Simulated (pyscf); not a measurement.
**Four-centre exchange: H₃C–GaH₂ + hydrogen chloride (HCl) → methane (CH₄) + Cl–GaH₂**

Gas phase, singlet surface, charge 0. Bonds broken: C1–Ga2, Cl8–H9. Bonds formed: C1–H9, Ga2–Cl8. PySCF, gas phase, ωB97X-D3(BJ)/def2-SVP geometries. Correlated levels are frozen-core, on RHF or UHF. ΔMP2 is the change of the MP2 total energy from the triple- to the quadruple-zeta basis.

Transition state (Å):

```xyz
9

C     -1.2960    -0.7824    -0.0657
Ga     0.0004     0.8520     0.1979
H     -1.2077    -1.6070    -0.7949
H     -2.3521    -0.4855     0.0057
H     -0.9951    -1.2479     0.8908
H     -0.7747     2.1022     0.7017
H      1.4659     0.4118     0.4791
Cl    -0.1647     0.8904    -2.2981
H     -0.7620    -0.0550    -1.3211
```

One imaginary mode, 1022i cm⁻¹; descent along it reached the two sides named, in the forms told below.

```tsv
bond	change	reactant side (Å)	saddle	product side
C1–Ga2	breaks	1.979	2.103	3.0
Cl8–H9	breaks	1.287	1.485	2.9
C1–H9	forms	2.9	1.546	1.101
Ga2–Cl8	forms	2.8	2.502	2.163
```

Electronic energies relative to the separated reactants (eV):

```json
[
 {"level": "ωB97X-D3(BJ)/def2-TZVP", "barrier": "0.20", "reaction energy": "-1.61", "reverse barrier": "1.81"},
 {"level": "PBE/def2-TZVP", "barrier": "0.05", "reaction energy": "-1.54", "reverse barrier": "1.59"},
 {"level": "r²SCAN/def2-TZVP", "barrier": "0.03", "reaction energy": "-1.61", "reverse barrier": "1.64"},
 {"level": "B3LYP-D3(BJ)/def2-TZVP", "barrier": "0.23", "reaction energy": "-1.60", "reverse barrier": "1.83"},
 {"level": "PBE0-D3(BJ)/def2-TZVP", "barrier": "0.10", "reaction energy": "-1.56", "reverse barrier": "1.66"},
 {"level": "M06-2X/def2-TZVP", "barrier": "0.17", "reaction energy": "-1.65", "reverse barrier": "1.82"},
 {"level": "ωB97M-D3(BJ)/def2-TZVP", "barrier": "0.30", "reaction energy": "-1.55", "reverse barrier": "1.85"},
 {"level": "HF/def2-TZVP", "barrier": "0.95", "reaction energy": "-1.76", "reverse barrier": "2.71"},
 {"level": "MP2/def2-QZVPP", "barrier": "0.21", "reaction energy": "-1.52", "reverse barrier": "1.73"},
 {"level": "CCSD/def2-TZVPP", "barrier": "0.45", "reaction energy": "-1.51", "reverse barrier": "1.96"},
 {"level": "CCSD(T)/def2-TZVPP", "barrier": "0.33", "reaction energy": "-1.50", "reverse barrier": "1.82"},
 {"level": "CCSD(T)/def2-TZVPP + ΔMP2(QZVPP)", "barrier": "0.31", "reaction energy": "-1.50", "reverse barrier": "1.80"}
]
```

With CCSD(T)/def2-TZVPP + ΔMP2(QZVPP) energies and thermal terms (ideal gas, 1 atm, RRHO with modes under 100 cm⁻¹ raised to 100, one conformer, R ln 2 for chiral ones without a mode under 150 cm⁻¹), in eV:

```tsv
T (K)	ΔH‡	ΔG‡	ΔH	ΔG
298	0.28	0.73	-1.40	-1.35
600	0.28	1.19	-1.44	-1.28
900	0.29	1.65	-1.47	-1.20
1200	0.31	2.10	-1.49	-1.10
```

On the reactant side the descent ends in a complex, 0.29 eV under the separated species and 0.49 eV under the saddle at ωB97X-D3(BJ)/def2-TZVP. This is the saddle that the search found; another between the same sides may lie lower. The CCSD(T) − MP2 part came from Ansatz, without density fitting, on the same reference. The frozen core leaves the outer d or s,p core shells of the metals and heavy elements correlated in the MP2 and CC values, and def2-TZVPP describes them poorly, which can shift differences by a few kcal/mol. Elements up to Kr have no core potential and no relativistic terms here.
